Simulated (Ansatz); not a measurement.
```yaml
crystal:
  periodic: [false, false, false]
  atoms:
    - {symbol: C, position_ang: [-1.893909, 0.879220, -0.050850]}
    - {symbol: C, position_ang: [-0.469930, -1.343744, 1.038659]}
    - {symbol: S, position_ang: [2.863422, -0.761996, 1.572477]}
    - {symbol: S, position_ang: [4.288125, -0.421366, -1.988008]}
    - {symbol: H, position_ang: [-3.896242, 0.418658, -0.268881]}
    - {symbol: H, position_ang: [-1.734516, 2.535249, 1.169437]}
    - {symbol: H, position_ang: [-1.157408, 1.372256, -1.914844]}
    - {symbol: H, position_ang: [-1.165369, -1.833947, 2.925384]}
    - {symbol: H, position_ang: [-0.650888, -3.024006, -0.144680]}
    - {symbol: H, position_ang: [3.973941, 2.083110, -2.332836]}
basis:
  gaussian: {orbitals: "6-31++G**"}
hamiltonian: {xc: {name: r2SCANh}, dispersion: d3bj, pseudopotentials: {relativity: none}}
output: {forces: true}
```

```sh
$ ansatz run in.yaml --threads 2 --pin off --events-out ev --progress --plain --max-ram 4352MiB
```

Shortened log:

```
Warning: the engine holds no damping parameters fitted to this dispersion correction and functional, so the run takes those fitted to r2scanh beside the three-body term, which d3bj leaves out (hamiltonian.dispersion, under Limitations)
Functional definition: r2SCANh
1051 factors; integrals over basis functions are off by at most 4.5e-4 eV
mean field evaluation 1: about -23802.3383 eV, gradient 2.2e1 eV
mean field evaluation 2: about -23752.5909 eV, gradient 8.6e1 eV
mean field evaluation 4: about -23798.0352 eV, gradient 3.2e1 eV
mean field evaluation 8: about -23804.3721 eV, gradient 6.5e-3 eV
mean field -23804.37210266 eV, -874.7945395897 hartree, gradient 2.3e-5 eV, S^2 0.000000; 8 other end points of the search recorded, 0 dependent functions left out
reference -23804.37214526 eV, -874.7945411554 hartree; 25, 25 occupied and 95, 95 virtual orbitals, 1051 factors
Total energy: -23804.43443422 eV, -874.7968302326 hartree
Atom 0 at    -1.893909     0.879220    -0.050850 Å, force    -0.906507     1.568977    -0.817301 eV/Å
Atom 1 at    -0.469930    -1.343744     1.038659 Å, force    -0.999456    -1.838058     0.585951 eV/Å
Atom 2 at     2.863422    -0.761996     1.572477 Å, force    -0.633123    -0.039964    -1.141050 eV/Å
Atom 3 at     4.288125    -0.421366    -1.988008 Å, force    -0.719788     2.403003     0.601449 eV/Å
Atom 4 at    -3.896242     0.418658    -0.268881 Å, force     2.940022     0.610264     0.352879 eV/Å
Atom 5 at    -1.734516     2.535249     1.169437 Å, force    -0.205957    -2.515072    -1.796663 eV/Å
Atom 6 at    -1.157408     1.372256    -1.914844 Å, force    -1.064715    -0.778749     2.812231 eV/Å
Atom 7 at    -1.165369    -1.833947     2.925384 Å, force     1.017160     0.661896    -2.775431 eV/Å
Atom 8 at    -0.650888    -3.024006    -0.144680 Å, force     0.267250     2.458079     1.791276 eV/Å
Atom 9 at     3.973941     2.083110    -2.332836 Å, force     0.305115    -2.530376     0.386660 eV/Å
Dipole moment:    -0.630992     0.197185    -0.061901 e Å
```

(1) What is wrong with this run?

## Answers

(1) The coordinates are in bohr but typed as ångström. Self-consistency was reached. The result belongs to that input, not to the molecule as meant.
